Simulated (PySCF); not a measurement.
# C2H4F2 (1,1-difluoroethane): the cost of one run

Programs: PySCF 2.14.0, with density-fitted response routines of our own. Each step states its level of theory. These are calculated values for one molecule in the gas phase, unless marked as measured. Atoms are numbered from 0 throughout.

**1. The molecule as given**

8 atoms, charge 0, multiplicity 1; geometry from: PBE0-D3(BJ)/def2-SVP.

Bonds of the start (Å): C0–C1 1.50, C1–F2 1.35, C1–F3 1.35, C0–H4 1.10, C0–H5 1.10, C0–H6 1.10, C1–H7 1.11.

**2. Spin-spin couplings: LDA/pcJ-1**

What the job is given:

```
{"job": {"kind": "j", "xc": "LDA", "basis": "pcJ-1"}, "charge": 0, "multiplicity": 1}
C     -0.678073    -0.125410    -0.364699
C      0.607089     0.081699     0.381244
F      1.615909    -0.578550    -0.235089
F      0.932576     1.395974     0.399670
H     -0.562376     0.245399    -1.393090
H     -0.930766    -1.194144    -0.394760
H     -1.494934     0.422042     0.124929
H      0.565267    -0.269638     1.428400
```

With the program's defaults for keys left out, this is: LDA/pcJ-1 indirect spin-spin coupling, non-relativistic, gas phase.

Run with:

```console
$ OMP_NUM_THREADS=1 python probes_run.py task.json out
```

This one command runs all jobs of the session in turn.

Q: Estimate the wall time and peak memory of this first job on 1 thread of Arm Neoverse V2, shared host.

About 5 s, with a peak of 0.42 GiB.
